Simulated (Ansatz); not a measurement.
**H$_{2}$N–PH$_{2}$⁺, doublet: reading a ladder of total energies**

Geometry: that of the H2N–PH2, singlet, kept fixed.

```xyz
6

N    -0.1717    0.0000    1.1589
P     0.1133    0.0000   -0.5688
H     0.2780   -0.8098    1.5725
H     0.2780    0.8098    1.5725
H    -0.8268   -1.0214   -0.8848
H    -0.8268    1.0214   -0.8848
```

Basis cc-pVTZ; Ansatz 0.2.0. Only valence electrons are correlated (noble-gas cores frozen), which leaves 13 electrons in 114 orbitals. Prefix R: restricted or restricted open-shell reference; prefix U: unrestricted.

Full CI isn't at hand for all of this; UCCSDT(Q) serves as the reference, and is uncertain by the last step of the cluster series or more.

UCCSD has a T1 diagnostic of 0.030 and a largest doubles amplitude of 0.04.

Runs differ by some tens of microhartree through their thresholds and, for an open shell, their frozen cores, so steps under 0.03 kcal/mol mean nothing.

| level | total energy (hartree) |
| --- | --- |
| UHF | -397.247761 |
| UMP2 | -397.589944 |
| UCCSD | -397.625707 |
| UCCSD(T) | -397.640956 |
| UCCSDT | -397.642149 |
| UCCSDT(Q) | -397.643092 |

What is the correlation energy at UCCSDT(Q), and what share of it do UMP2 and UCCSD recover?

E(corr) = -397.643092 − (-397.247761) = -0.395331 hartree = -10.758 eV. UMP2: -0.342183 / -0.395331 = 86.56 %. UCCSD: -0.377946 / -0.395331 = 95.60 %.

By how many kcal/mol does UCCSD(T) miss UCCSDT(Q) (1 hartree = 627.509 kcal/mol), and which steps make up the rest?

-397.640956 − (-397.643092) = 0.002136 hartree = 1.34 kcal/mol. Steps: UCCSDT − UCCSD(T) = -0.75, UCCSDT(Q) − UCCSDT = -0.59 kcal/mol. Differences between like states or geometries often cancel part of this.
